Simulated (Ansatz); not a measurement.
Species: methylsulfinylmethane, C₂H₆OS, net charge 0, singlet state. 
Structure (B3LYP-D3(BJ)/def2-TZVP (Ansatz, a first-principles code) minimum search):
```xyz
10

S      0.0001     0.2316    -0.4434
O     -0.0091     1.4791     0.3687
C      1.3569    -0.7945     0.1950
C     -1.3493    -0.8091     0.1868
H      1.2528    -0.8869     1.2761
H     -2.2783    -0.2983    -0.0600
H      1.3433    -1.7716    -0.2883
H      2.2817    -0.2736    -0.0462
H     -1.3222    -1.7861    -0.2964
H     -1.2508    -0.9004     1.2685
```
Charge 0, spin multiplicity 1.

Wanted: vertical triplet-singlet gap (E(triplet) - E(singlet); each state is the SCF solution reached for its spin), in kcal/mol. Cores are frozen in the correlated levels unless marked. UHF or UKS for open shells. No spin-orbit coupling. Non-relativistic. 

```json
[
 {"level": "SVWN5/def2-TZVPD", "program": "Ansatz", "vertical triplet-singlet gap (kcal/mol)": "113.6"},
 {"level": "B3LYP/def2-TZVPD", "program": "Ansatz", "vertical triplet-singlet gap (kcal/mol)": "115.4"},
 {"level": "PBE0/def2-TZVPD", "program": "Ansatz", "vertical triplet-singlet gap (kcal/mol)": "114.4"},
 {"level": "CAM-B3LYP/def2-TZVPD", "program": "Ansatz", "vertical triplet-singlet gap (kcal/mol)": "117.5"},
 {"level": "wB97M-V/def2-TZVPD", "program": "Ansatz", "vertical triplet-singlet gap (kcal/mol)": "120.0"},
 {"level": "wB97X-V/def2-TZVPD", "program": "Ansatz", "vertical triplet-singlet gap (kcal/mol)": "120.0"},
 {"level": "B2PLYP/def2-TZVPD", "program": "Ansatz", "vertical triplet-singlet gap (kcal/mol)": "119.1"},
 {"level": "MP2/aug-cc-pV(D+d)Z", "program": "Ansatz", "vertical triplet-singlet gap (kcal/mol)": "130.2"},
 {"level": "CCSD(T)/aug-cc-pV(D+d)Z", "program": "Ansatz", "vertical triplet-singlet gap (kcal/mol)": "120.3"}
]
```
